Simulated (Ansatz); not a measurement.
Telling isomers of HOSSi− apart by their spectra

These gas-phase data were calculated for one isomer of HOSSi− at PBE0-D3(BJ)/def2-SVPD (harmonic, unscaled wavenumbers; equilibrium rotational constants with average atomic masses):

| Quantity | Value |
| --- | --- |
| rotational constants | 25.52, 3.783, 3.295 GHz |
| all wavenumbers above 1500 cm⁻¹ | 2704 |

Candidates:

(1) `O=[Si-]S`, a singlet
(2) `O[Si-]=S`, a singlet
(3) `O=[SiH][S-]`, a singlet

Problem. Which candidate do the data belong to?

Solution. Candidate (1). No mode falls between 3300 and 4000 cm⁻¹, where the O–H stretch of (2) would stand. The band at 2704 cm⁻¹ lies where the S–H stretch is expected; (3) has no mode between 2500 and 2800 cm⁻¹.

The same quantities for all candidates:

|  | rotational constants (GHz) | wavenumbers above 1500 cm⁻¹ | E above the lowest, PBE0-D3(BJ)/def2-SVPD (kcal/mol) |
| --- | --- | --- | --- |
| (1) | 25.52, 3.783, 3.295 | 2704 | 17.9 |
| (2) | 21.79, 4.606, 3.802 | 3795 | 0.7 |
| (3) | 45.73, 3.925, 3.615 | 2111 | 0.0 |

Harmonic stretches to hydrogen usually lie a few per cent above observed fundamentals. Each candidate is one conformer. Programs: Ansatz 0.2.0.
